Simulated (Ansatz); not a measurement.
Geometry optimisation, RKS B3LYP-D4/6-31G* in Ansatz.

The input (input.yaml):

```yaml
crystal:
  periodic: [false, false, false]
  atoms:
    - { symbol: B, position_ang: [0.018966, -0.434232, 0.119186] }
    - { symbol: O, position_ang: [-0.249973, -0.571743, 1.474298] }
    - { symbol: H, position_ang: [-1.20407, -0.53744, 1.641661] }
    - { symbol: H, position_ang: [1.164883, -0.524479, -0.199786] }
    - { symbol: H, position_ang: [-0.876428, -0.352834, -0.671557] }
    - { symbol: "N", position_ang: [0.124907, 2.236896, 0.740867] }
    - { symbol: H, position_ang: [0.99154, 2.770711, 0.783907] }
    - { symbol: H, position_ang: [-0.639403, 2.902833, 0.844242] }
    - { symbol: H, position_ang: [0.109276, 1.613688, 1.569182] }
basis:
  gaussian: { orbitals: "6-31G*" }
hamiltonian:
  xc: b3lyp
  dispersion: d4
relax:
  f_tol: 0.03
  max_steps: 50
```

Command:

```bash
$ ansatz run input.yaml --threads 1 --pin off --max-ram 2048MiB --backend cpu --events-out ev --progress --plain --runs-dir out
```

Problem. Where does it end, and by what steps?

Solution. The forces met the threshold. The force dipped under the threshold on the way, but the program's further checks kept it going. After 13 steps the energy has fallen by 0.416 eV; H7 moved furthest, 0.86 Å. Joined: B1–N6 (2.74 → 1.73 Å).

```csv
step,energy less start (eV),largest force component (eV/Å),accepted
0,0.0000,0.687,yes
1,-0.0399,0.918,yes
2,-0.0889,1.422,yes
3,-0.2010,1.347,yes
4,-0.3489,0.597,yes
5,-0.3762,0.385,yes
6,-0.3889,0.237,yes
7,-0.4012,0.243,yes
8,-0.3731,1.104,no
9,-0.4082,0.127,yes
10,-0.4141,0.029,yes
11,-0.4150,0.127,yes
12,-0.4151,0.071,yes
13,-0.4159,0.022,yes
```

```xyz
9
Properties=species:S:1:pos:R:3
B 0.058 0.121 0.354
O -0.484 -0.533 1.506
H -1.422 -0.718 1.377
H 1.230 -0.126 0.157
H -0.638 0.158 -0.645
N 0.154 1.794 0.804
H 0.655 2.353 0.112
H -0.769 2.205 0.946
H 0.656 1.850 1.691
```

Whether the end is a true minimum wasn't checked by a vibrational analysis.

Time of the run: 35 s on 1 thread of Intel(R) Xeon(R) Platinum 8259CL CPU @ 2.50GHz (Skylake/Cascade Lake), on a shared host, peak memory 0.15 GiB.
